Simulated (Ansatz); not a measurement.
The input, for Ansatz 0.2.0:

```yaml
crystal:
  periodic: [false, false, false]
  atoms:
    - {symbol: B, position_ang: [0.000000, 0.000000, 0.238918]}
    - {symbol: B, position_ang: [0.000000, 0.000000, -1.656082]}
    - {symbol: H, position_ang: [0.000000, 0.000000, 1.417165]}
basis:
  gaussian: {orbitals: cc-pVTZ}
magnetization: {spin_polarized: false, initial_magnetization: 3}
correlation: {active_space: {ras: {orbitals: [2, 3, 67], electrons: 7, max_holes: 2, max_particles: 2}, fixed_orbitals: true}}
accuracy: high
```

```sh
$ ansatz run in.yaml --threads 1 --pin off --events-out ev --progress --plain --max-ram 2393MiB
```

Output:

```
1070 factors; integrals over basis functions are off by at most 3.2e-9 eV
mean field evaluation 1: about -1351.9027 eV, gradient 9.2e0 eV
mean field evaluation 2: about -1351.9047 eV, gradient 9.2e0 eV
mean field evaluation 4: about -1353.3182 eV, gradient 2.7e0 eV
mean field evaluation 8: about -1353.5688 eV, gradient 5.7e-1 eV
mean field evaluation 16: about -1353.5764 eV, gradient 8.8e-3 eV
mean field evaluation 32: about -1353.5764 eV, gradient 4.4e-7 eV
mean field evaluation 64: about -1353.5783 eV, gradient 2.2e-1 eV
mean field -1353.57904679 eV, -49.7431124806 hartree, gradient 2.0e-8 eV, S^2 3.750000; 4 other end points of the search recorded, 0 dependent functions left out
reference -1353.57904679 eV, -49.7431124806 hartree; 7, 4 occupied and 67, 70 virtual orbitals, 1070 factors
state -1357.83994168 eV, -49.8996974799 hartree
Total energy: -1357.83994168 eV, -49.8996974799 hartree
```

Ran on 1 thread of Arm Neoverse V1, shared host: 12 s wall, 0.2 GiB peak host memory.
